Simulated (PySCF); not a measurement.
## TDDFT excited states: C4H7ClO

Species: 4-chlorobutanal, C4H7ClO.
Numbering: `[O:1]=[CH:2][CH2:3][CH2:4][CH2:5][Cl:6]` (hydrogens: H7 on C2; H8, H9 on C3; H10, H11 on C4; H12, H13 on C5)

Geometry (PBE0-D3(BJ)/def2-SVP, Å), atoms numbered from 1 in this order:
```xyz
13
C4H7ClO angstrom
O     -1.900   -0.420   -1.013
C     -1.782   -0.126    0.148
C     -0.532    0.426    0.768
C      0.633    0.585   -0.193
C      1.216   -0.725   -0.686
Cl     1.861   -1.720    0.661
H     -2.643   -0.249    0.857
H     -0.805    1.391    1.232
H     -0.258   -0.229    1.615
H      1.428    1.176    0.287
H      0.300    1.146   -1.082
H      2.054   -0.549   -1.373
H      0.458   -1.329   -1.199
```

Method: TDDFT B3LYP/def2-SVPD, vertical, gas phase, core orbitals frozen in the response (PySCF).

Q: List the vertical singlet excitations with oscillator strengths and describe the spectrum.

A: 

```
state  E (eV)  λ (nm)       f  |μ| (D)  main configurations (H = HOMO, L = LUMO)
   S1    4.35   285.1  0.0001     0.09                                 H→L (98%)
   S2    6.24   198.6  0.0003     0.11                               H-1→L (98%)
   S3    6.35   195.2  0.0019     0.28                               H-2→L (99%)
   S4    6.86   180.9   0.017     0.81                  H→L+1 (76%), H→L+2 (20%)
   S5    6.96   178.1  0.0027     0.32                  H→L+2 (72%), H→L+1 (19%)
   S6    7.29   170.1  0.0018     0.25              H-1→L+1 (50%), H-1→L+2 (34%)
   S7    7.39   167.7   0.016     0.75              H-2→L+1 (46%), H-2→L+2 (38%)
   S8    7.54   164.5   0.036     1.12                               H→L+3 (83%)
   S9    7.71   160.9   0.022     0.86              H-1→L+2 (52%), H-1→L+1 (36%)
  S10    7.77   159.7  0.0069     0.48                               H→L+4 (88%)
```

Triplets, Tamm–Dancoff:

| state | E (eV) | λ (nm) | main configurations (H = HOMO, L = LUMO) |
| --- | --- | --- | --- |
| T1 | 3.76 | 329.8 | H→L (97%) |
| T2 | 5.98 | 207.2 | H-4→L (32%), H-1→L (30%), H-6→L (15%) |
| T3 | 6.31 | 196.4 | H-1→L (56%), H-2→L (13%), H-4→L (12%) |
| T4 | 6.32 | 196.0 | H-2→L (84%), H-1→L (9%) |

The lowest singlet comes at 285 nm (420 kJ/mol) in the ultraviolet; it is dark (f under 0.0005); its leading configuration is HOMO→LUMO (98%). The strongest level in the table is S8 at 7.54 eV (164 nm, f = 0.036). S1 has the pattern of n→π* at C=O. The oscillator strengths of these states sum to 0.104; summed over the whole spectrum of an exact calculation they would give the number of electrons, 56 (Thomas–Reiche–Kuhn). Weighted by f, the mean energy of these states is 7.40 eV. Of the 10 states listed, 4 reach f = 0.01 and 2 stay under 0.0005. The vertical ionisation energy (ΔSCF) is 9.77 eV, 2.01 eV above S10. Only the lowest 10 singlets were computed, as vertical energies without vibronic structure.

One conformer stands for the species.
